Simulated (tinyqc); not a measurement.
Inside a calculation. Method: UHF in the sto-6g basis, for LiH+, spin multiplicity 2. One step of it, computed by the program tinyqc.

Task: Iteration 3: building the Fock matrix. J_ij = sum D_kl (ij|kl) with D = D(alpha) + D(beta), K_ij = sum D_kl (ik|jl) for each spin; F = H + J - K(s); E = tr D H + tr D J / 2 - 0.5 sum_s tr D(s) K(s) + E_nn.

D(alpha) after iteration 2, lower triangle:
```
            1Li 1s     1Li 2s    1Li 2px    1Li 2py   1Li 2pz     2H 1s
1Li 1s    1.003105
1Li 2s   -0.025780   0.161516
1Li 2px  -0.000754  -0.003378   0.000072
1Li 2py   0.005619  -0.020355   0.000423   0.002571
1Li 2pz  -0.025207   0.107526  -0.002239  -0.013570  0.071648
2H 1s    -0.083808   0.300191  -0.006232  -0.037916  0.200135  0.559218
```

D(beta) after iteration 2, lower triangle:
```
            1Li 1s     1Li 2s   1Li 2px    1Li 2py   1Li 2pz     2H 1s
1Li 1s    0.991125
1Li 2s    0.018179   0.000333
1Li 2px   0.000203   0.000004  0.000000
1Li 2py   0.000464   0.000009  0.000000   0.000000
1Li 2pz   0.000197   0.000004  0.000000   0.000000  0.000000
2H 1s    -0.001567  -0.000029  0.000000  -0.000001  0.000000  0.000002
```

core Hamiltonian H = T + V (hartree), lower triangle:
```
            1Li 1s     1Li 2s    1Li 2px    1Li 2py    1Li 2pz      2H 1s
1Li 1s   -4.652070
1Li 2s   -0.986626  -1.292046
1Li 2px   0.000000   0.000000  -1.062779
1Li 2py   0.000000   0.000000   0.000000  -1.062779
1Li 2pz  -0.006330  -0.067739   0.000000   0.000000  -1.109966
2H 1s    -0.030017  -0.249592   0.000000   0.000000  -0.361106  -1.076024
```

Two-electron integrals (ij|kl) in chemists' order, unique and non-zero (hartree):
```
(11|11) 1.681247   (21|11) 0.242603   (21|21) 0.044507   (22|11) 0.397190
(22|21) 0.090279   (22|22) 0.290625   (31|31) 0.009437   (32|31) 0.014261
(32|32) 0.064236   (33|11) 0.397190   (33|21) 0.090279   (33|22) 0.290625
(33|33) 0.313125   (41|41) 0.009437   (42|41) 0.014261   (42|42) 0.064236
(43|43) 0.016875   (44|11) 0.397190   (44|21) 0.090279   (44|22) 0.290625
(44|33) 0.279374   (44|44) 0.313125   (51|51) 0.009437   (52|51) 0.014261
(52|52) 0.064236   (53|53) 0.016875   (54|54) 0.016875   (55|11) 0.397190
(55|21) 0.090279   (55|22) 0.290625   (55|33) 0.279374   (55|44) 0.279374
(55|55) 0.313125   (61|11) 0.006970   (61|21) 0.001266   (61|22) 0.002653
(61|33) 0.002614   (61|44) 0.002614   (61|51) 0.000170   (61|52) 0.000368
(61|55) 0.002731   (61|61) 0.000040   (62|11) 0.046176   (62|21) 0.010794
(62|22) 0.041298   (62|33) 0.038892   (62|44) 0.038892   (62|51) 0.001602
(62|52) 0.012833   (62|55) 0.046111   (62|61) 0.000383   (62|62) 0.013914
(63|31) 0.000517   (63|32) 0.003108   (63|53) 0.001464   (63|63) 0.000558
(64|41) 0.000517   (64|42) 0.003108   (64|54) 0.001464   (64|64) 0.000558
(65|11) 0.066082   (65|21) 0.015514   (65|22) 0.060548   (65|33) 0.056545
(65|44) 0.056545   (65|51) 0.002507   (65|52) 0.020156   (65|55) 0.068555
(65|61) 0.000561   (65|62) 0.021750   (65|65) 0.034127   (66|11) 0.201658
(66|21) 0.047534   (66|22) 0.197019   (66|33) 0.182677   (66|44) 0.182677
(66|51) 0.006319   (66|52) 0.065205   (66|55) 0.225703   (66|61) 0.001691
(66|62) 0.091992   (66|65) 0.146866   (66|66) 0.774999
```

nuclear repulsion = 0.60500443 hartree

Give: Coulomb J; exchange K(alpha); exchange K(beta); F(alpha); F(beta); total energy of this density.

Result:

Coulomb J (hartree), lower triangle:
```
         1Li 1s  1Li 2s  1Li 2px  1Li 2py  1Li 2pz  2H 1s
1Li 1s    3.609
1Li 2s    0.544   1.018
1Li 2px   0.000   0.000    1.006
1Li 2py  -0.001  -0.003    0.000    1.006
1Li 2pz   0.008   0.065    0.000   -0.001    1.042
2H 1s     0.016   0.173    0.000    0.000    0.259  1.011
```

exchange K(alpha) (hartree), lower triangle:
```
         1Li 1s  1Li 2s  1Li 2px  1Li 2py  1Li 2pz  2H 1s
1Li 1s    1.682
1Li 2s    0.248   0.128
1Li 2px  -0.001  -0.002    0.023
1Li 2py   0.000  -0.008    0.000    0.024
1Li 2pz   0.002   0.082   -0.001   -0.006    0.100
2H 1s     0.008   0.145   -0.001   -0.009    0.174  0.556
```

exchange K(beta) (hartree), lower triangle:
```
         1Li 1s  1Li 2s  1Li 2px  1Li 2py  1Li 2pz  2H 1s
1Li 1s    1.675
1Li 2s    0.248   0.047
1Li 2px   0.000   0.000    0.010
1Li 2py   0.000   0.000    0.000    0.010
1Li 2pz   0.000   0.000    0.000    0.000    0.010
2H 1s     0.007   0.001    0.000    0.000    0.000  0.000
```

F(alpha) (hartree), lower triangle:
```
         1Li 1s  1Li 2s  1Li 2px  1Li 2py  1Li 2pz   2H 1s
1Li 1s   -2.725
1Li 2s   -0.691  -0.402
1Li 2px   0.001   0.001   -0.080
1Li 2py  -0.001   0.006    0.000   -0.080
1Li 2pz   0.000  -0.084    0.001    0.006   -0.168
2H 1s    -0.022  -0.221    0.001    0.008   -0.275  -0.622
```

F(beta) (hartree), lower triangle:
```
         1Li 1s  1Li 2s  1Li 2px  1Li 2py  1Li 2pz   2H 1s
1Li 1s   -2.719
1Li 2s   -0.692  -0.321
1Li 2px   0.000  -0.001   -0.066
1Li 2py  -0.001  -0.003    0.000   -0.066
1Li 2pz   0.002  -0.002    0.000   -0.001   -0.078
2H 1s    -0.022  -0.078    0.000    0.000   -0.102  -0.065
```

total energy of this density = -7.67483 hartree
